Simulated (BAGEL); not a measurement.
# C2F2O (SMILES O=C=C(F)F): HF/3-21G (density fitting with qzvpp-jkfit)

What is the vertical ionisation energy of C2F2O at HF/3-21G (density fitting with qzvpp-jkfit)? 

Program for the calculation: BAGEL 1.2.2.

## Step 1: The molecule

The species is C2F2O (5 atoms), meant as a singlet with charge 0. As SMILES, `O=C=C(F)F`. Geometry: relaxed at GFN2-xTB.

Bond lengths: O1–C2 1.162 Å, C2–C3 1.308 Å, C3–F4 1.338 Å, C3–F5 1.338 Å. Angles: O1–C2–C3 180.0°, C2–C3–F4 123.6°, C2–C3–F5 123.6°, F4–C3–F5 112.8°.

## Step 2: The energy at HF/3-21G (density fitting with qzvpp-jkfit)

input.json

```json
{ "bagel" : [

{
  "title" : "molecule",
  "basis" : "3-21g",
  "df_basis" : "qzvpp-jkfit",
  "angstrom" : true,
  "geometry" : [
    { "atom" : "O", "xyz" : [    0.745620,   -0.901860,    1.634620 ] },
    { "atom" : "C", "xyz" : [    0.314460,   -0.380840,    0.689950 ] },
    { "atom" : "C", "xyz" : [   -0.170060,    0.205740,   -0.373410 ] },
    { "atom" : "F", "xyz" : [   -1.018650,   -0.384370,   -1.223640 ] },
    { "atom" : "F", "xyz" : [    0.128630,    1.461330,   -0.727510 ] }
  ]
},
{
  "title" : "hf"
},
{
  "title" : "print",
  "file" : "orbitals.molden",
  "orbitals" : true
}

]}
```

Run with:

```bash
BAGEL_NUM_THREADS=1 BAGEL input.json > input.out
```

Log:

```text
* using 1 threads per process

  ===============================================================
  ===============================================================

  *** Geometry ***

  { "atom" : "O", "xyz" : [      1.409018,     -1.704268,      3.088984 ] },
  { "atom" : "C", "xyz" : [      0.594243,     -0.719683,      1.303817 ] },
  { "atom" : "C", "xyz" : [     -0.321367,      0.388792,     -0.705643 ] },
  { "atom" : "F", "xyz" : [     -1.924970,     -0.726354,     -2.312344 ] },
  { "atom" : "F", "xyz" : [      0.243075,      2.761513,     -1.374795 ] },

  Number of auxiliary basis functions:      381

  Since a DF basis is specified, we compute 2- and 3-index integrals:
    o Being stored without compression. Storage requirement is 0.006 GB

  Number of basis functions:       45
  Number of electrons      :       38

    * METHOD: MOLECULE                             0.08

  *** RHF ***

  === Nuclear Repulsion ===
   155.5831292425

      * DIIS with orbital gradients will be used.

  === RHF iteration (3-21g) ===
      0       -347.26509671          0.03594313           0.02
      1       -347.34115533          0.03088416           0.02
      2       -347.45828069          0.00338466           0.02
      3       -347.46042770          0.00166247           0.02
      4       -347.46102883          0.00041825           0.02
      5       -347.46113049          0.00011621           0.02
      6       -347.46113757          0.00003517           0.02
      7       -347.46113819          0.00001937           0.02
      8       -347.46113834          0.00000720           0.02
      9       -347.46113835          0.00000259           0.02
     10       -347.46113836          0.00000066           0.02
     11       -347.46113836          0.00000030           0.02
     12       -347.46113836          0.00000015           0.02
     13       -347.46113836          0.00000005           0.02
     14       -347.46113836          0.00000002           0.02
     15       -347.46113836          0.00000001           0.02
     16       -347.46113836          0.00000000           0.02
    * SCF iteration converged.

    * Permanent dipole moment:
           (   -0.053591,     0.065487,    -0.117944) a.u.

    * METHOD: HF                                   0.37

    * METHOD: PRINT                                0.00

  ===============================================================
```

Run time: 0.58 s. Hardware: 1 thread of Arm Neoverse V2, shared host.

## Step 3: The doublet cation at the same level

calc.json

```json
{ "bagel" : [

{
  "title" : "molecule",
  "basis" : "3-21g",
  "df_basis" : "qzvpp-jkfit",
  "angstrom" : true,
  "geometry" : [
    { "atom" : "O", "xyz" : [    0.745620,   -0.901860,    1.634620 ] },
    { "atom" : "C", "xyz" : [    0.314460,   -0.380840,    0.689950 ] },
    { "atom" : "C", "xyz" : [   -0.170060,    0.205740,   -0.373410 ] },
    { "atom" : "F", "xyz" : [   -1.018650,   -0.384370,   -1.223640 ] },
    { "atom" : "F", "xyz" : [    0.128630,    1.461330,   -0.727510 ] }
  ]
},
{ "title" : "uhf", "charge" : 1, "nopen" : 1 },
{ "title" : "print", "file" : "orbitals.molden", "orbitals" : true }

]}
```

Run with:

```bash
BAGEL_NUM_THREADS=1 BAGEL calc.json > calc.out
```

Log:

```text
* using 1 threads per process

  ===============================================================
  ===============================================================

  *** Geometry ***

  { "atom" : "O", "xyz" : [      1.409018,     -1.704268,      3.088984 ] },
  { "atom" : "C", "xyz" : [      0.594243,     -0.719683,      1.303817 ] },
  { "atom" : "C", "xyz" : [     -0.321367,      0.388792,     -0.705643 ] },
  { "atom" : "F", "xyz" : [     -1.924970,     -0.726354,     -2.312344 ] },
  { "atom" : "F", "xyz" : [      0.243075,      2.761513,     -1.374795 ] },

  Number of auxiliary basis functions:      381

  Since a DF basis is specified, we compute 2- and 3-index integrals:
    o Being stored without compression. Storage requirement is 0.006 GB

  Number of basis functions:       45
  Number of electrons      :       38

    * METHOD: MOLECULE                             0.08

  *** Open-shell HF ***

  === Nuclear Repulsion ===
   155.5831292425

      * DIIS with orbital gradients will be used.

  === UHF iteration (3-21g) ===
      0       -346.81826319          0.08387285           0.04
      1       -346.88016398          0.08737439           0.04
      2       -346.91407513          0.08139545           0.04
      3       -347.11668575          0.00471385           0.04
      4       -347.11836955          0.00168895           0.04
      5       -347.11933367          0.00107697           0.03
      6       -347.12004084          0.00087087           0.03
      7       -347.12065629          0.00080203           0.04
      8       -347.12202232          0.00046017           0.04
      9       -347.12273125          0.00030986           0.04
     10       -347.12297000          0.00010987           0.04
     11       -347.12301697          0.00006722           0.04
     12       -347.12305228          0.00006580           0.03
     13       -347.12312102          0.00006520           0.03
     14       -347.12316413          0.00005979           0.04
     15       -347.12321913          0.00005157           0.04
     16       -347.12331129          0.00002573           0.04
     17       -347.12331726          0.00002015           0.04
     18       -347.12331101          0.00001682           0.04
     19       -347.12332388          0.00002337           0.03
     20       -347.12332446          0.00000679           0.04
     21       -347.12332450          0.00000354           0.04
     22       -347.12332428          0.00000239           0.04
     23       -347.12332452          0.00000137           0.04
     24       -347.12332453          0.00000015           0.04
     25       -347.12332453          0.00000006           0.04
     26       -347.12332453          0.00000003           0.03
     27       -347.12332453          0.00000002           0.03
     28       -347.12332453          0.00000001           0.04
    * SCF iteration converged.

    * S^2 (UHF) is 0.9016

    * Permanent dipole moment:
           (   -0.419148,     0.507711,    -0.918785) a.u.

    * METHOD: UHF                                  1.10

    * METHOD: PRINT                                0.00

  ===============================================================
```

Wall time 1.3 s (1 thread of Arm Neoverse V2, shared host).

## Step 4: What came out

Level: HF/3-21G (density fitting with qzvpp-jkfit).

| quantity | value |
| --- | --- |
| singlet C2F2O: total energy | -347.46114 Eh |
| singlet C2F2O: dipole moment | 0.37 D |
| singlet C2F2O: HOMO energy | -10.17 eV |
| singlet C2F2O: LUMO energy | 1.81 eV |
| singlet C2F2O: HOMO–LUMO gap | 11.98 eV |
| doublet cation: total energy | -347.12332 Eh |
| doublet cation: ⟨S²⟩ | 0.902 |
| vertical ionisation energy (to the doublet cation) | 9.192 eV |

In words: The vertical ionisation energy comes to 9.19 eV (212 kcal/mol). The negative HOMO energy of the first species, 10.17 eV, lies 0.97 eV above that difference. ⟨S²⟩ (doublet cation) is 0.90 where a pure doublet has 0.75: the reference is spin-contaminated.
